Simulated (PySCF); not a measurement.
## Gas-phase thermal properties of PH

Energies from PySCF (xtb for GFN2), thermal terms from the rigid-rotor harmonic-oscillator model, ideal gas at 1 bar. Table values come from the NASA 1993 polynomials. 6-31G* has spherical d functions here. Open shells (unrestricted): PH (multiplicity 3). GFN2 has no spin-polarisation term. B3LYP is the form with VWN-RPA correlation. The harmonic model lacks anharmonicity and excited electronic states, which grow with temperature; levels with a mode under 35 cm⁻¹ are left out. The table's entry may be an old estimate for PH (not checked at source).

| level | point group | σ | ZPE (kJ/mol) | S°298 (J/mol/K) | Cp298 (J/mol/K) | S°1000 (J/mol/K) | H1000 − H298 (kJ/mol) |
|---|---|---|---|---|---|---|---|
| table | - | - | - | 196.3 | 29.2 | 233.1 | 21.6 |
| B3LYP/6-31G* | C∞v | 1 | 14.1 | 196.2 | 29.1 | 232.7 | 21.4 |
| GFN2-xTB | C∞v | 1 | 13.7 | 195.8 | 29.1 | 232.4 | 21.5 |
| HF/6-31G* | C∞v | 1 | 15.3 | 195.9 | 29.1 | 232.1 | 21.2 |
| PBE/def2-SVP | C∞v | 1 | 13.7 | 196.4 | 29.1 | 233.0 | 21.5 |
| PBE0/def2-TZVP | C∞v | 1 | 14.2 | 196.1 | 29.1 | 232.6 | 21.4 |
σ: rotational symmetry number. Electronic degeneracy used: 3. Frequencies are unscaled.
